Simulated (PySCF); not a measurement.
# Functional dependence of a UV spectrum

Species: C₄H₈.
InChI=1S/C4H8/c1-4(2)3/h1H2,2-3H3

Linear-response calculations in the def2-SVPD basis (PySCF; singlets by full response, triplets Tamm–Dancoff, core orbitals frozen in the response; HF means time-dependent Hartree–Fock). 'Strongest' is the level of largest summed f among the singlets computed (10 roots, of which the last may lack a degenerate partner); it can jump between rows when another state enters that window. S1 is the lowest singlet of each run and needn't be the same state throughout; f(S1) is that of one state. Geometry: PBE0-D3(BJ)/def2-SVP; no solvent, vibrations or thermal averaging.

```
functional                               kind  S1 (eV)  f(S1)  strongest (eV)  T1 (eV)  HOMO (eV)  gap (eV)  ionisation energy, ΔSCF (eV)
       LDA                                LDA     6.08  0.000            6.95     4.62      -6.07      5.34                          9.43
       PBE                                GGA     6.02  0.000            6.97     4.38      -5.94      5.39                          9.21
     B3LYP  global hybrid, 20% exact exchange     6.34  0.001            7.10     4.35      -6.84      7.06                          9.27
      PBE0  global hybrid, 25% exact exchange     6.61  0.001            7.21     4.27      -7.04      7.52                          9.20
 BHandHLYP  global hybrid, 50% exact exchange     6.83  0.004            7.27     4.20      -8.01      9.18                          9.06
 CAM-B3LYP             range-separated hybrid     6.76  0.003            7.22     4.30      -8.37      9.70                          9.29
   wB97X-D             range-separated hybrid     7.01  0.007            7.26     4.43      -8.89     11.19                          9.23
        HF                       Hartree–Fock     7.34  0.017            7.38     3.71      -9.45     12.08                   not settled
```

Problem. What does LC-wPBE (range-separated hybrid) give?

Solution. S1 (eV) 7.40, f(S1) 0.454, strongest (eV) 7.40, T1 (eV) 4.16, HOMO (eV) -9.75, gap (eV) 12.16, ionisation energy, ΔSCF (eV) 9.32. S1 runs from 6.02 eV (PBE) to 7.40 eV (LC-wPBE), a spread of 1.38 eV, while the orbital gap spreads over 6.8 eV. Along PBE (0%), B3LYP (20%), PBE0 (25%), BHandHLYP (50%), HF (100%) S1 rises with the share of exact exchange. −ε(HOMO) comes closest to its own ΔSCF ionisation energy with wB97X-D (-0.34 eV) and misses most with LDA (-3.35 eV). The lowest singlet of a reference set is 1B1(π→3s) at 6.46 eV (computed, theoretical best estimate (aug-cc-pVTZ, frozen core, CC3 geometry), gas; Veril, Scemama, Caffarel, Lipparini, Boggio-Pasqua, Jacquemin, Loos, WIREs Comput. Mol. Sci. 2021, 11, e1517 (QUESTDB)). The lowest computed singlet differs from it by B3LYP -0.12, PBE0 +0.15, CAM-B3LYP +0.30, BHandHLYP +0.37, LDA -0.38, PBE -0.44, wB97X-D +0.55, HF +0.88, LC-wPBE +0.94 eV; geometry and basis of the reference needn't be the same. The lowest triplet of a reference set is 3A1(π→π*) at 4.53 eV (computed, theoretical best estimate (aug-cc-pVTZ, frozen core, CC3 geometry), gas; Veril, Scemama, Caffarel, Lipparini, Boggio-Pasqua, Jacquemin, Loos, WIREs Comput. Mol. Sci. 2021, 11, e1517 (QUESTDB)). The lowest computed triplet differs from it by LDA +0.09, wB97X-D -0.10, PBE -0.15, B3LYP -0.18, CAM-B3LYP -0.23, PBE0 -0.26, BHandHLYP -0.33, LC-wPBE -0.37, HF -0.82 eV; geometry and basis of the reference needn't be the same. 'Not settled' means that the ion's SCF failed to converge or may have ended in another state than the lowest.
